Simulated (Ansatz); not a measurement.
**Cost against result**

Saddle point of Si₂H₈S, singlet (SiH₄S ([SiH3][SH]) + SiH₄ → Si₂H₆ ([SiH3][SiH3]) + H₂S; bonds formed: Si1–Si7, S2–H6; bonds broken: Si1–S2, H6–Si7), PBE0-D4/def2-TZVP structure:

```xyz
11
angstrom
Si -0.8680 -0.3475 0.7258
S 1.2643 0.1036 2.0143
H -1.8285 -0.4382 -0.4497
H -0.7723 -1.7671 1.1326
H -1.5014 0.6772 1.5833
H 0.6758 0.3113 0.3301
Si 0.2520 0.5384 -1.4079
H 1.8558 -1.0360 1.6198
H -0.7627 1.5749 -1.7097
H 1.6222 1.0780 -1.6296
H 0.0628 -0.6946 -2.2092
```

Barriers are electronic and count from the start structure reached by relaxing down the imaginary mode.

Program: Ansatz 0.2.0. Basis: as named in each row. Cores are frozen in the correlated methods. B3LYP uses VWN-RPA correlation. Extrapolation: Hartree–Fock as exp(−7.88 √X), correlation as X^−2.97.

Times are rough, for one single point on 4 threads of a shared host (Arm Neoverse V2).

The estimate by CCSD(T) at an estimated basis limit (MP2 extrapolated from triple and quadruple zeta, plus CCSD(T) − MP2 in triple zeta) is 64.39 kcal/mol.

```
      method       basis  time (s)  barrier (kcal/mol)  method less estimate
          HF      STO-3G   under 1              143.40                 79.01
      PBE-D4      STO-3G   under 1               87.83                 23.44
       SPW92    def2-SVP   under 1               45.90                -18.49
    B3LYP-D4       6-31G   under 1               67.94                  3.55
      PBE-D4    def2-SVP   under 1               52.45                -11.93
     PBE0-D4    def2-SVP   under 1               58.92                 -5.47
       SPW92  def2-TZVPP         1               44.51                -19.87
      PBE-D4  def2-TZVPP         2               50.78                -13.61
     BLYP-D4  def2-TZVPP         2               57.48                 -6.91
     CCSD(T)    def2-SVP         2               72.65                  8.26
    B3LYP-D4  def2-TZVPP         2               62.01                 -2.38
    BHLYP-D4  def2-TZVPP         2               69.14                  4.75
     PBE0-D4  def2-TZVPP         2               56.86                 -7.53
CAM-B3LYP-D4  def2-TZVPP         2               66.43                  2.04
  RPA on PBE  def2-TZVPP         3               65.76                  1.37
   r2SCAN-D4  def2-TZVPP         3               56.36                 -8.03
  r2SCAN0-D4  def2-TZVPP         4               60.37                 -4.01
      B2PLYP  def2-TZVPP         4               65.14                  0.76
    PBE-QIDH  def2-TZVPP         4               62.75                 -1.64
     wB97M-V    def2-SVP         4               66.54                  2.15
     wB97X-V  def2-TZVPP         6               66.25                  1.86
      B97M-V  def2-TZVPP         6               59.88                 -4.51
     wB97M-V  def2-TZVPP         7               64.78                  0.39
         MP2  def2-QZVPP        16               64.36                 -0.03
     CCSD(T)  def2-TZVPP        51               65.93                  1.54
```

All methods are single points on the PBE0-D4 structures.

T1 diagnostic: at most 0.015.

Labels in which every atom is bracketed show which atoms are joined, not bond orders.
